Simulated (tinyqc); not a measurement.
Pariser-Parr-Pople SCF with singles CI, for the molecule C=CC(=O)O (SMILES; centres numbered as the heavy atoms are written), step by step. One step of it, computed by the program tinyqc.

Task: Iteration 3: Fock matrix. F_rr = H_rr + P_rr gamma_rr / 2 + sum_(s != r) P_ss gamma_rs; F_rs = H_rs - P_rs gamma_rs / 2; E = tr P (H + F) / 2 + core repulsion sum_(r<s) z_r z_s gamma_rs.

P after iteration 2, order 1C, 2C, 3C, 4O, 5O:
$$\begin{pmatrix}
0.918711 & 0.925386 & 0.097074 & -0.302384 & -0.167824 \\
0.925386 & 1.028385 & 0.373892 & -0.025315 & -0.037723 \\
0.097074 & 0.373892 & 0.826557 & 0.753356 & 0.482310 \\
-0.302384 & -0.025315 & 0.753356 & 1.460038 & -0.345364 \\
-0.167824 & -0.037723 & 0.482310 & -0.345364 & 1.766309
\end{pmatrix}$$

core matrix H (eV), order 1C, 2C, 3C, 4O, 5O:
$$\begin{pmatrix}
-30.354075 & -2.390000 & 0.000000 & 0.000000 & 0.000000 \\
-2.390000 & -34.653118 & -2.390000 & 0.000000 & 0.000000 \\
0.000000 & -2.390000 & -38.771617 & -2.510000 & -2.240000 \\
0.000000 & 0.000000 & -2.510000 & -40.238340 & 0.000000 \\
0.000000 & 0.000000 & -2.240000 & 0.000000 & -51.290712
\end{pmatrix}$$

repulsion gamma_rs (eV), order 1C, 2C, 3C, 4O, 5O:
$$\begin{pmatrix}
11.130000 & 5.344569 & 3.872154 & 3.698006 & 3.139673 \\
5.344569 & 11.130000 & 5.346287 & 4.092627 & 4.354817 \\
3.872154 & 5.346287 & 11.130000 & 5.774219 & 6.309478 \\
3.698006 & 4.092627 & 5.774219 & 15.200000 & 4.486744 \\
3.139673 & 4.354817 & 6.309478 & 4.486744 & 21.500000
\end{pmatrix}$$

Centres (angstrom, eV; a flat drawing with bonds scaled to 1.40 angstrom):
```
centre          x          y  core charge z          W   gamma_rr
1C      -1.940000   0.000000              1  11.160000  11.130000
2C      -0.727000   0.700000              1  11.160000  11.130000
3C       0.485000   0.000000              1  11.160000  11.130000
4O       0.485000  -1.400000              1  17.700000  15.200000
5O       1.697000   0.700000              2  33.000000  21.500000
```

Give: F; pi energy.

Result:

F (eV), order 1C, 2C, 3C, 4O, 5O:
$$\begin{pmatrix}
-5.5998 & -4.8629 & -0.1879 & 0.5591 & 0.2635 \\
-4.8629 & -5.9337 & -3.3895 & 0.0518 & 0.0821 \\
-0.1879 & -3.3895 & -5.5413 & -4.6850 & -3.7616 \\
0.5591 & 0.0518 & -4.6850 & -8.8382 & 0.7748 \\
0.2635 & 0.0821 & -3.7616 & 0.7748 & -13.1741
\end{pmatrix}$$

pi energy = -101.4396 eV
